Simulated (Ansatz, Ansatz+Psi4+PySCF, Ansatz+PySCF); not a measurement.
| atom | x (Å) | y (Å) | z (Å) |
| --- | --- | --- | --- |
| B | 0.0000 | 0.0000 | -0.7590 |
| B | 0.0000 | 0.0000 | 0.7590 |

Basis set: cc-pVTZ (spherical functions). Correlated methods keep 2 orbitals frozen. Correlation on ROHF uses semicanonical orbitals with singles. Charge 0, multiplicity 3.

Computed with Ansatz (development build ahead of 0.2.0); each method stands on the lowest determinant of its kind that the runs found.

Q: Give the atomization energy at this shape (free ground-state atoms in the same class of orbitals less the molecule, no zero-point energy) of triplet B2 by UHF-CCSD(T), UHF-CCSD, UHF-MP2, ROHF-MP2, ROHF, UHF.

A:

```
     method  atomization energy
UHF-CCSD(T)      57.81 kcal/mol
   UHF-CCSD      53.67 kcal/mol
    UHF-MP2      60.16 kcal/mol
   ROHF-MP2      34.32 kcal/mol
       ROHF      25.52 kcal/mol
        UHF      55.17 kcal/mol
```

Caution: the determinant breaks the point group. Caution for UHF-CCSD(T), ROHF-MP2: another reference gives a lower total. Caution for UHF-CCSD(T), UHF-CCSD, UHF-MP2: large share of triples, a single reference is doubtful. Caution for UHF-CCSD(T), UHF-CCSD, UHF-MP2, UHF: the unrestricted determinant is a mixture of spin states. Caution for UHF-MP2, ROHF-MP2: forces differ strongly between restricted and unrestricted references. Caution for ROHF-MP2, ROHF: an unrestricted determinant lies well below.
